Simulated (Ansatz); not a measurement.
# AlFH4O: the cost of one run

All numbers below are computed with Ansatz 0.2.0 (RKS B3LYP/def2-SVP).

### 1 The system as given

Bond lengths: Al1–F2 2.040 Å, Al1–H3 1.560 Å, Al1–O4 1.780 Å, O4–H5 1.010 Å. Angles: F2–Al1–H3 120.0°, F2–Al1–O4 120.0°, H3–Al1–O4 120.0°, Al1–O4–H5 109.5°.

Coordinates:

```xyz
7

Al    0.0000    0.0000    0.0000
F     0.0000    0.0000    2.0400
H     1.3510    0.0000   -0.7800
O    -1.5415    0.0000   -0.8900
H    -2.0512   -0.8467   -0.6815
H    -0.2326    1.7497    0.5865
H    -0.1742    1.3099    1.5347
```

### 2 A restrained relaxation towards end A

Springs on the bonds that form and break draw the guess towards this end; the thresholds are loose.

File input.yaml:

```yaml
crystal:
  periodic: [false, false, false]
  atoms:
    - { symbol: Al, position_ang: [0.0, 0.0, 0.0] }
    - { symbol: F, position_ang: [0.0, 0.0, 2.04] }
    - { symbol: H, position_ang: [1.351, 0.0, -0.78] }
    - { symbol: O, position_ang: [-1.5415, 0.0, -0.89] }
    - { symbol: H, position_ang: [-2.0512, -0.8467, -0.6815] }
    - { symbol: H, position_ang: [-0.2326, 1.7497, 0.5865] }
    - { symbol: H, position_ang: [-0.1742, 1.3099, 1.5347] }
basis:
  gaussian: { orbitals: def2-SVP }
hamiltonian:
  xc: b3lyp
relax:
  f_tol: 0.15
  max_steps: 25
  restrain:
    - { distance: [0, 5], at: 2.76, k: 30.0 }
    - { distance: [6, 1], at: 2.12, k: 30.0 }
    - { distance: [0, 1], at: 1.69, k: 30.0 }
    - { distance: [6, 5], at: 0.66, k: 30.0 }
```

Launch:

```console
ansatz run input.yaml --threads 1 --pin off --max-ram 2048MiB --backend cpu --events-out ev --progress --plain --runs-dir out
```

**Question.** How long does this run take on 1 thread of Intel Xeon 6975P-C (Granite Rapids), shared host, and how much memory does it need?

About 9.5 s, with a peak of 0.15 GiB.
